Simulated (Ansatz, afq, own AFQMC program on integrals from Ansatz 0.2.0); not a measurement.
# MgF⁻, triplet in aug-cc-pVDZ, levels against CCSDT(Q)

```json
{"atom": "F", "x (Å)": "0.0000", "y (Å)": "0.0000", "z (Å)": "0.0000"}
{"atom": "Mg", "x (Å)": "0.0000", "y (Å)": "0.0000", "z (Å)": "6.1890"}
```

Basis aug-cc-pVDZ. Noble-gas cores (and the filled d shells of Ga–Kr and In–Xe) are frozen. AFQMC by an in-house program on the Cholesky factors that Ansatz 0.2.0 writes for its CCSD(T) run. The CISD trial takes its coefficients from CCSD amplitudes. Released means that phaseless walkers are propagated on without the constraint, phases kept. Error bars are statistical, one sigma.

Determinant: ROHF, the one that the program's search chose, which needn't be the lowest solution. The geometry is a point of a scan.

No full CI on the walks' own integrals is used here; CCSDT(Q) serves as the reference and is uncertain by about the last step of the cluster series.

Cautions: lower spins were not checked.

```
T1 diagnostic                               : 0.0216
weight of the determinant in the CISD state : 0.928
size of the correlated space                : 10 electrons in 44 orbitals
```

Reference: CCSDT(Q), correlation energy -6.669 eV. The released energy is read at 0.99 1/Eh, later times being too noisy (meV from the phaseless value at times in 1/Eh: -27 ± 27 at 0.24, -46 ± 30 at 0.51, -32 ± 50 at 0.99, -124 ± 84 at 1.62, 24 ± 293 at 2.40).

```tsv
level	E − E(reference) (kcal/mol)	share of correlation (%)
HF	153.80	0.00
MP2	3.38	97.81
CCSD	4.14	97.31
CCSD(T)	0.39	99.75
CCSDT	0.16	99.89
ph-AFQMC/HF	-6.40 ± 1.86	104.16
ph-AFQMC/CISD	0.74 ± 0.76	99.52
released AFQMC	0.00 ± 1.15	100.00
```

A walk keeps the symmetry of its determinant, which the program's search chose and which needn't be the lowest solution, so a lower state of the same spin and another symmetry isn't excluded. Released energies are given only where the last usable release times agree within the noise; a slower fall can still hide under it.
